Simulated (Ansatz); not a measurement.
Ansatz (a program for electronic structure) input:

Ansatz 0.2 input:
```yaml
crystal:
  periodic: [false, false, false]
  atoms:
    - {symbol: C, position_ang: [0.01410036, 1.29376262, 0.58582726]}
    - {symbol: C, position_ang: [0.00879558, -0.97740063, 0.44670768]}
    - {symbol: C, position_ang: [0.76484170, 0.17099980, -0.14073310]}
    - {symbol: C, position_ang: [-0.73975191, 0.17469661, -0.14299671]}
    - {symbol: H, position_ang: [0.01758195, 2.21297404, -0.12616117]}
    - {symbol: H, position_ang: [0.00656466, -1.10622209, 1.53114180]}
    - {symbol: H, position_ang: [0.00720104, -1.93767817, -0.08598986]}
    - {symbol: H, position_ang: [1.39580397, 0.09556184, -1.03082972]}
    - {symbol: H, position_ang: [-1.36838565, 0.10225803, -1.03502694]}
basis:
  gaussian:
    orbitals: def2-TZVP
hamiltonian:
  xc: b3lyp
  dispersion: d3bj
total_charge: -1
relax: {f_tol: 0.002, max_steps: 150}
```

Question: Which total energy does the run end on?

Answer: -155.34101 Eh (B3LYP-D3(BJ)/def2-TZVP). The basis has 154 functions. The run takes around 50 core-seconds (rough).

It need not be the lowest isomer of its formula. Whether it binds its extra electron was not tested at this geometry.
